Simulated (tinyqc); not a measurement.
Extended Hueckel theory, for CH4, step by step. One step of it, computed by the program tinyqc.

Problem. Wolfsberg-Helmholz matrix. H_ij = K' S_ij (H_ii + H_jj)/2 for i != j (the diagonal keeps H_ii), with K' = 1.5.

overlap S, order 1C 2s, 1C 2px, 1C 2py, 1C 2pz, 2H 1s, 3H 1s, 4H 1s, 5H 1s:
$$\begin{pmatrix}
1.000000 & 0.000000 & 0.000000 & 0.000000 & 0.490695 & 0.490695 & 0.490695 & 0.490695 \\
0.000000 & 1.000000 & 0.000000 & 0.000000 & 0.283151 & 0.283151 & -0.283151 & -0.283151 \\
0.000000 & 0.000000 & 1.000000 & 0.000000 & 0.283151 & -0.283151 & 0.283151 & -0.283151 \\
0.000000 & 0.000000 & 0.000000 & 1.000000 & 0.283151 & -0.283151 & -0.283151 & 0.283151 \\
0.490695 & 0.283151 & 0.283151 & 0.283151 & 1.000000 & 0.147041 & 0.147041 & 0.147041 \\
0.490695 & 0.283151 & -0.283151 & -0.283151 & 0.147041 & 1.000000 & 0.147041 & 0.147041 \\
0.490695 & -0.283151 & 0.283151 & -0.283151 & 0.147041 & 0.147041 & 1.000000 & 0.147041 \\
0.490695 & -0.283151 & -0.283151 & 0.283151 & 0.147041 & 0.147041 & 0.147041 & 1.000000
\end{pmatrix}$$

diagonal H_ii (eV): 1C 2s -21.400000, 1C 2px -11.400000, 1C 2py -11.400000, 1C 2pz -11.400000, 2H 1s -13.600000, 3H 1s -13.600000, 4H 1s -13.600000, 5H 1s -13.600000

K = 1.500000

Give: H.

Solution.

H (eV), order 1C 2s, 1C 2px, 1C 2py, 1C 2pz, 2H 1s, 3H 1s, 4H 1s, 5H 1s:
$$\begin{pmatrix}
-21.400 & 0.000 & 0.000 & 0.000 & -12.881 & -12.881 & -12.881 & -12.881 \\
0.000 & -11.400 & 0.000 & 0.000 & -5.309 & -5.309 & 5.309 & 5.309 \\
0.000 & 0.000 & -11.400 & 0.000 & -5.309 & 5.309 & -5.309 & 5.309 \\
0.000 & 0.000 & 0.000 & -11.400 & -5.309 & 5.309 & 5.309 & -5.309 \\
-12.881 & -5.309 & -5.309 & -5.309 & -13.600 & -3.000 & -3.000 & -3.000 \\
-12.881 & -5.309 & 5.309 & 5.309 & -3.000 & -13.600 & -3.000 & -3.000 \\
-12.881 & 5.309 & -5.309 & 5.309 & -3.000 & -3.000 & -13.600 & -3.000 \\
-12.881 & 5.309 & 5.309 & -5.309 & -3.000 & -3.000 & -3.000 & -13.600
\end{pmatrix}$$
